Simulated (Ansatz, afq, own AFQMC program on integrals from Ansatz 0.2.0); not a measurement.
**AlSiH$_{2}$, quartet → AlSiH2⁺, triplet**

```xyz
4

Si    0.0000    0.0000    1.2493
Al    0.0000    0.0000   -1.1594
H     0.0000    1.4055   -1.8880
H     0.0000   -1.4055   -1.8880
```

Connectivity, by distances: Si–AlH2.

E(triplet, charge +1) − E(quartet, charge +0) at this geometry, on UHF and UHF determinants.

Basis cc-pVDZ. Noble-gas cores (and the filled d shells of Ga–Kr and In–Xe) are frozen. Integrals, coupled cluster, full CI and functionals: Ansatz 0.2.0; the random walks run on the same integrals in our own AFQMC program. The CISD trial takes its coefficients from CCSD amplitudes. Released means that phaseless walkers are propagated on without the constraint, phases kept. Free projection: walkers drawn from exp(T), propagated without any constraint. Its projection time is finite, and what remains of the start isn't in its error. ± is one standard error of the sampling. The errors of all members are added in quadrature.

No full CI on the walks' own integrals is used here; CCSDT(Q) serves as the reference and is uncertain by about the last step of the cluster series. Each member takes its own surest rung, up to full CI.

Errors are counted within cc-pVDZ, not against nature.

Cautions: AlSiH₂ (quartet): lower spins were not checked, the ph-AFQMC/CISD walk drifts between its halves (2.3 errors); AlSiH₂⁺ (triplet): lower spins were not checked, its ph-AFQMC/CISD value lies 22 ± 8 meV above CCSDT(Q); this needn't be the first ionization.

Reference (CCSDT(Q)): 744.2 kJ/mol.

```
         level  vertical ionization energy (kJ/mol)  error against CCSDT(Q) (kJ/mol)
            HF                                710.3                            -33.9
           MP2                                746.6                              2.4
          CCSD                                742.2                             -2.0
       CCSD(T)                                744.1                             -0.1
         CCSDT                                744.0                             -0.2
   ph-AFQMC/HF                          750.3 ± 4.6                        6.1 ± 4.6
 ph-AFQMC/CISD                          747.7 ± 1.2                        3.5 ± 1.2
released AFQMC                          746.5 ± 1.4                        2.3 ± 1.4
    free AFQMC                          743.8 ± 1.3                       -0.4 ± 1.3
```

Correlation beyond CCSD(T) changes it by less than 2 meV. The perturbative (T) step is worth +1.9 kJ/mol.

Free projections are given only where their last times agree within the noise and don't stop above the reference; a slow remainder of the start can still hide under it. A walk keeps the symmetry of its determinant, which the program's search chose and which needn't be the lowest solution, so a lower state of the same spin and another symmetry isn't excluded. Released energies are given only where the last usable release times agree within the noise; a slower fall can still hide under it.
